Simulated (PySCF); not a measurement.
# ethyl chloride: bond dissociation enthalpies at several levels

Structure: `CCCl` (C2H5Cl). Numbering: `[CH3:1][CH2:2][Cl:3]`

All levels share the PBE0-D3(BJ)/def2-SVP structures and the PBE0-D3(BJ)/def2-SVP thermal terms; only the single-point energies (PySCF) change. Values are bond dissociation enthalpies (298 K, kJ/mol).

| level | C2–Cl3 | C1–C2 | C2–H | C1–H | abs. error | time |
| --- | --- | --- | --- | --- | --- | --- |
| PBE0-D3(BJ)/6-31G | 310 | 395 | 408 | 408 | 42.2 | 3.8 s |
| BHandHLYP/def2-TZVP | 314 | 340 | 392 | 408 | 38.5 | 12 s |
| LC-ωPBE/def2-TZVP | 337 | 355 | 386 | 409 | 15.2 | 26 s |
| r2SCAN-D3(BJ)/def2-TZVP (grid 3) | 339 | 338 | 380 | 400 | 13.3 | 42 s |
| HSE06/def2-TZVP | 344 | 356 | 384 | 405 | 8.1 | 27 s |
| PBE0-D3(BJ)/def2-SVP | 347 | 377 | 387 | 411 | 5.2 | 5.6 s |
| PBE0-D3(BJ)/aug-pcseg-1 | 348 | 376 | 392 | 408 | 4.3 | 10 s |
| PBE0-D3(BJ)/def2-SV(P) | 349 | 380 | 382 | 405 | 3.5 | 4.6 s |
| PBE0-D3(BJ)/cc-pVTZ | 350 | 366 | 389 | 409 | 2.7 | 17 s |
| B97-2/def2-TZVP | 350 | 364 | 389 | 411 | 2.5 | 13 s |
| PBE0-D3(BJ)/def2-TZVP | 352 | 364 | 387 | 408 | 0.7 | – |
| PBE0-D3(BJ)/ma-def2-TZVP | 352 | 364 | 387 | 408 | 0.4 | 14 s |
| M06/def2-TZVP (grid 3) | 352 | 369 | 395 | 414 | 0.4 | 32 s |
| PBE0-D3(BJ)/6-311++G(2d,2p) | 352 | 367 | 391 | 408 | 0.1 | 13 s |
| OPBE/def2-TZVP | 353 | 351 | 382 | 408 | 0.5 | 21 s |
| PBE0-D3(BJ)/6-31G* | 355 | 384 | 396 | 415 | 2.1 | 4.7 s |
| ωB97M-D3(BJ)/def2-TZVP (grid 3) | 355 | 373 | 404 | 422 | 2.1 | 36 s |
| M06-2X/def2-TZVP (grid 3) | 357 | 376 | 403 | 419 | 4.9 | 36 s |
| BP86-D3(BJ)/def2-TZVP | 358 | 361 | 396 | 416 | 5.3 | 21 s |
| ATcT 1.112 | 352 | n/a | n/a | n/a |  |  |

Times are wall times for all single points of a level on 1 thread of Arm Neoverse V1, a shared host; the dash marks the run that also made the structures. BP86, HSE06, LC-ωPBE, OPBE, r2SCAN ran on a slower path of this set-up, which computes the density-fitting integrals anew in every SCF cycle while the other levels store them. So the times needn't show the usual order of cost, and those levels read slower than they are.

The widest spread is that of C1–C2: 56 kJ/mol, from 338 to 395.

Known limits: spin-orbit coupling is left out of the energies, which matters for open shells on the heavier atoms; in free energy C2–Cl3 and C1–C2 (by 6.0 kJ/mol) differ by less than the method's error (some 10 kJ/mol), so that order is undecided.

Differences come from unrounded values, so a last digit can differ from that of the printed terms.
